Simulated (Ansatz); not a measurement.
# BSiH2+ (triplet): from Hartree-Fock to the top rungs, cc-pVTZ

One table from this session's results is given with a row withheld; the runs are named, their logs left out.

Computed with Ansatz 0.2.0, Gaussian basis. Level: cc-pVTZ, core rule «outside noble gas», up to 6 orbitals frozen.

To be run: UHF; CCSD(T) on ROHF; CCSD(T) on UHF; BCCD(T) on ROHF; CCSDT(Q) on ROHF; CCSDT(Q) on UHF; CASSCF and MRCISD+Q, 8 electrons in 10 orbitals; CASSCF and MRCISD+Q(relaxed), 8 electrons in 10 orbitals; CASSCF and NEVPT2, 8 electrons in 10 orbitals.

3 further runs of the same task are left out: 3 set aside as unsound or not needed.

**The geometry**

The geometry is a PBE0/def2-TZVP stationary point (not a proven minimum) of the parent state, kept for this charge and spin.

4 atoms, charge 1, spin multiplicity 3.

Atoms are counted from 1 here; the program's logs count them from 0.

Bond lengths: Si1–B2 1.915 Å, Si1–H3 1.512 Å, B2–H4 1.193 Å. Angles: B2–Si1–H3 126.7°, Si1–B2–H4 134.2°.

Set-up of the first run:

File in.yaml:

```yaml
crystal:
  periodic: [false, false, false]
  atoms:
    - {symbol: Si, position_ang: [0.000000, -0.047060, 0.551810]}
    - {symbol: B, position_ang: [0.000000, -0.060513, -1.363344]}
    - {symbol: H, position_ang: [0.000000, 1.171072, 1.447364]}
    - {symbol: H, position_ang: [0.000000, 0.789266, -2.200146]}
basis:
  gaussian: {orbitals: cc-pVTZ}
total_charge: 1
magnetization: {spin_polarized: true, initial_magnetization: 2}
hamiltonian: {xc: hf}
output: {orbitals: {seedname: orbitals}}
```

The run is started by

```sh
> ansatz run in.yaml --threads 1 --pin off --events-out ev --progress --plain --max-ram 4096MiB --backend cpu
```

Among the steps run: UHF; CCSD(T) on ROHF; CCSD(T) on UHF; BCCD(T) on ROHF; CCSDT(Q) on ROHF; CCSDT(Q) on UHF; CASSCF and MRCISD+Q, 8 electrons in 10 orbitals; CASSCF and MRCISD+Q(relaxed), 8 electrons in 10 orbitals; CASSCF and NEVPT2, 8 electrons in 10 orbitals.

One table of the session follows, with a row left open; its other results are not shown here.

| method | from UCCSDT(Q) (meV) |
| --- | --- |
| ROHF | +5122.8 |
| UHF | +5022.9 |
| RMP2 | +1159.6 |
| UMP2 | +1152.7 |
| RCCSD | +251.6 |
| UCCSD | +248.3 |
| RCCSD(T) | ? |
| UCCSD(T) | +60.5 |
| BCCD(T) | +59.5 |
| RCCSDT | +12.1 |
| UCCSDT | +10.9 |
| RCCSDT(Q) | +2.4 |
| UCCSDT(Q) | 0 |
| CASSCF valence | +3006.3 |
| NEVPT2 valence | +791.2 |
| MRCISD valence | +202.5 |
| MRCISD+Q valence | +49.6 |
| MRCISD+Q(relaxed) valence | +0.8 |

**Question.** Estimate the row for RCCSD(T).

The run gave: from UCCSDT(Q) (meV): +61.1. In the column «from UCCSDT(Q) (meV)» it lies between UCCSD(T) (+60.5) and MRCISD valence (+202.5).

Among the levels timed on like hardware and quicker than the yardstick, those that no quicker one beats, quickest first: RCCSD(T) (7 s, +61.1 meV); UCCSD(T) (8.5 s, +60.5 meV); MRCISD+Q valence (9.5 s, +49.6 meV); MRCISD+Q(relaxed) valence (14 s, +0.8 meV).

To keep in mind: Of the multireference levels listed MRCISD+Q(relaxed) valence comes nearest in total energy (+0.8 meV), which doesn't show that its space is the better one. Restricted and unrestricted rows rest on different reference determinants; where their highest levels disagree by more than a few hundredths of an eV, they describe different states and don't form one ladder.
